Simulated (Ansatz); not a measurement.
Born–Oppenheimer molecular dynamics of AlH$_{4}$NO (7 atoms, charge 0, multiplicity 1). It starts from a relaxed structure.

Computed with RKS B3LYP-D4/def2-mTZVP (Ansatz 0.2.0).

```
ensemble        : NVT, Nosé–Hoover chain
time step       : 0.5 fs
steps asked     : 150
set temperature : 100 K
thermostat      : time constant 20 fs, chain length 1
seed            : 326187
```

First frame:

```xyz
7
Properties=species:S:1:pos:R:3
Al 0.048 -0.024 -0.056
H -0.063 0.510 1.422
N 1.588 0.018 -0.923
H 1.727 -0.308 -1.871
H 2.456 0.369 -0.543
O -1.280 -0.671 -0.913
H -2.163 -0.743 -0.538
```

Task: How far do the bonds stretch over the last three quarters of this one trajectory? (Pairs bonded in most of those frames.)

Result: 
| bond | mean (Å) | spread (Å) | shortest | longest |
| --- | --- | --- | --- | --- |
| Al1–H2 | 1.577 | 0.017 | 1.55 | 1.61 |
| Al1–N3 | 1.774 | 0.018 | 1.75 | 1.81 |
| Al1–O6 | 1.706 | 0.013 | 1.69 | 1.73 |
| N3–H4 | 1.015 | 0.026 | 0.97 | 1.06 |
| N3–H5 | 1.013 | 0.015 | 0.99 | 1.04 |
| O6–H7 | 0.962 | 0.004 | 0.95 | 0.97 |

Mean temperature of the second half: 152 K. The conserved energy stayed within 0.25 meV per atom of its start (net change 0.18 meV per atom), so the integration is sound. The mean temperature of the second half is 52 % above the set value. A run of 0.075 ps of so small a system gives no equilibrium averages.

Run time: 5.2 min on 1 thread of Arm Neoverse V1, with other jobs on the host, peak memory 0.13 GiB.
